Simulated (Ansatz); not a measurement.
Geometry optimisation, Ansatz, RKS PBE0-D4/def2-SVP.

The input (input.yaml):

```yaml
crystal:
  periodic: [false, false, false]
  atoms:
    - { symbol: B, position_ang: [0.0, 0.0, 0.0] }
    - { symbol: "N", position_ang: [0.0, 0.0, 1.9] }
    - { symbol: H, position_ang: [-0.877, -0.2713, 2.43] }
    - { symbol: H, position_ang: [0.877, 0.2713, 2.43] }
    - { symbol: H, position_ang: [1.0305, 0.0, -0.595] }
    - { symbol: H, position_ang: [-1.0305, 0.0, -0.595] }
    - { symbol: F, position_ang: [-0.2026, 1.5239, 0.5108] }
    - { symbol: H, position_ang: [-0.1429, 1.0745, 1.5229] }
basis:
  gaussian: { orbitals: def2-SVP }
hamiltonian:
  xc: pbe0
  dispersion: d4
relax:
  f_tol: 0.15
  max_steps: 25
  restrain:
    - { distance: [0, 6], at: 1.32, k: 30.0 }
    - { distance: [7, 1], at: 1.06, k: 30.0 }
    - { distance: [0, 1], at: 2.75, k: 30.0 }
    - { distance: [7, 6], at: 2.12, k: 30.0 }
output:
  orbitals: {}
```

Run as:

```bash
$ ansatz run input.yaml --threads 1 --pin off --max-ram 2048MiB --backend cpu --events-out ev --progress --plain --runs-dir out
```

Q: Where does it end, and by what steps?

A: It converged. The restraints hold the end off the free minimum. After 7 steps the energy has fallen by 2.283 eV (the restraints' own energy left out); B1 moved furthest, 0.64 Å.

```csv
step,energy less start (eV),largest force component (eV/Å),accepted
0,0.0000,4.386,yes
1,-0.7988,4.254,yes
2,-1.3544,3.567,yes
3,-1.7499,2.538,yes
4,-2.0020,3.243,yes
5,-2.1722,1.971,yes
6,-2.2738,1.006,yes
7,-2.2834,0.742,yes
```

```xyz
8
Properties=species:S:1:pos:R:3
B -0.032 0.398 -0.506
N -0.056 0.033 2.203
H -0.783 -0.247 2.857
H 0.844 -0.049 2.669
H 1.089 0.012 -0.739
H -1.034 -0.226 -0.768
F -0.179 1.645 -0.076
H -0.194 1.032 1.963
```

Run time: 15 s on 1 thread of Arm Neoverse V2, on a shared host, peak memory 0.13 GiB.
